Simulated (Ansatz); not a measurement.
Input file:

```yaml
crystal:
  periodic: [false, false, false]
  atoms:
    - {symbol: O, position_ang: [0.000000, 0.000000, 0.597913]}
    - {symbol: C, position_ang: [0.000000, 0.000000, -0.597504]}
    - {symbol: H, position_ang: [0.000000, -0.940035, -1.185490]}
    - {symbol: H, position_ang: [0.000000, 0.940035, -1.185490]}
basis:
  gaussian: {orbitals: cc-pVTZ}
magnetization: {spin_polarized: false, initial_magnetization: 2}
correlation: {method: ccsdt_q, electrons: outside_noble_gas}
```

```sh
$ ansatz run in.yaml --threads 2 --pin off --events-out ev --progress --plain --max-ram 24576MiB --backend cuda --devices 0, --max-vram 18GiB
```

Output:

```
1121 factors; integrals over basis functions are off by at most 1.6e-7 eV
mean field evaluation 1: about -3094.5152 eV, gradient 2.1e1 eV
mean field evaluation 2: about -3094.5171 eV, gradient 2.1e1 eV
mean field evaluation 4: about -3096.4470 eV, gradient 3.7e0 eV
mean field evaluation 8: about -3096.7974 eV, gradient 2.4e-1 eV
mean field evaluation 16: about -3096.7265 eV, gradient 2.5e0 eV
mean field evaluation 32: about -3095.9003 eV, gradient 3.2e0 eV
mean field evaluation 64: about -3094.9344 eV, gradient 2.3e-3 eV
mean field evaluation 96: about -3096.7978 eV, gradient 1.5e-2 eV
mean field -3096.79776551 eV, -113.8052187976 hartree, gradient 3.7e-6 eV, S^2 2.000000; 3 other end points of the search recorded, 0 dependent functions left out
mean field evaluation 128: about -3097.0802 eV, gradient 9.6e-4 eV
determinant -3096.79776551 eV, -113.8052187976 hartree, with singles and doubles -3107.17895723 eV, -114.1867205568 hartree
determinant -3094.93436441 eV, -113.7367400700 hartree, with singles and doubles -3104.72405950 eV, -114.0965047289 hartree
2 core orbitals not correlated: weight in the atoms' cores, before any rotation towards them, 1.000 or more for the frozen orbitals, at most 0.000 for the correlated occupied ones
reference -3096.79776551 eV, -113.8052187976 hartree; 7, 5 occupied and 79, 81 virtual orbitals, 1121 factors
second order -9.43928200 eV of doubles, -0.18313533 eV of singles
cycle   1  -9.93745912 eV  change   -3.1e-1 eV  update   8.7e-2
cycle   2  -10.44952473 eV  change   -5.1e-1 eV  update   3.7e-2
cycle   3  -10.75396928 eV  change   -3.0e-1 eV  update   2.9e-2
cycle   4  -10.66070879 eV  change    9.3e-2 eV  update   1.4e-2
cycle   5  -10.67882442 eV  change   -1.8e-2 eV  update   7.6e-3
cycle   6  -10.69626766 eV  change   -1.7e-2 eV  update   2.1e-3
cycle   7  -10.69489661 eV  change    1.4e-3 eV  update   1.0e-3
cycle   8  -10.69365924 eV  change    1.2e-3 eV  update   3.8e-4
cycle   9  -10.69367771 eV  change   -1.8e-5 eV  update   1.7e-4
cycle  10  -10.69368831 eV  change   -1.1e-5 eV  update   6.2e-5
cycle  11  -10.69372575 eV  change   -3.7e-5 eV  update   3.0e-5
cycle  12  -10.69378720 eV  change   -6.1e-5 eV  update   1.5e-5
cycle  13  -10.69379428 eV  change   -7.1e-6 eV  update   6.8e-6
cycle  14  -10.69379538 eV  change   -1.1e-6 eV  update   3.0e-6
cycle  15  -10.69379644 eV  change   -1.1e-6 eV  update   1.4e-6
cycle  16  -10.69379567 eV  change    7.7e-7 eV  update   7.7e-7
perturbative correction -0.01452026 eV, -0.0005336098 hartree
Total energy: -3107.50608144 eV, -114.1987421497 hartree
```

For the same geometry and basis UCCSDT(Q) lies 3.3 meV lower.

Ran on 2 threads of AMD EPYC 7R13 with a shared H100 80 GB, shared host: 31 s wall, 1.2 GiB peak host memory.
